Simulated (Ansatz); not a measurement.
C4H5N, SMILES `C=CCC#N` at its PBE0-D4/def2-TZVP geometry, where that method's forces vanish. Charge 0, multiplicity 1.

```xyz
10

C    -1.1851   -0.7300    0.5646
C    -0.3887   -0.6065   -0.4838
C     0.7680    0.3454   -0.5956
C     0.9669    1.1700    0.5841
N     1.1112    1.8161    1.5232
H    -1.0537   -0.1255    1.4561
H    -1.9990   -1.4445    0.5618
H    -0.5428   -1.2241   -1.3641
H     1.6940   -0.2083   -0.7881
H     0.6292    1.0073   -1.4581
```

Question: What forces (eV/Å) does r2SCAN-D4/def2-TZVPP give on these atoms in Ansatz? (Estimate.)

Answer: The calculation gave: 
```
C1  -0.133 -0.019  0.168
C2  -0.002 -0.073 -0.129
C3   0.079  0.069  0.006
C4  -0.055 -0.294 -0.456
N5   0.065  0.314  0.470
H6   0.001 -0.011 -0.017
H7   0.017  0.013 -0.002
H8   0.011  0.006 -0.006
H9   0.007  0.000 -0.019
H10  0.010 -0.004 -0.016
```
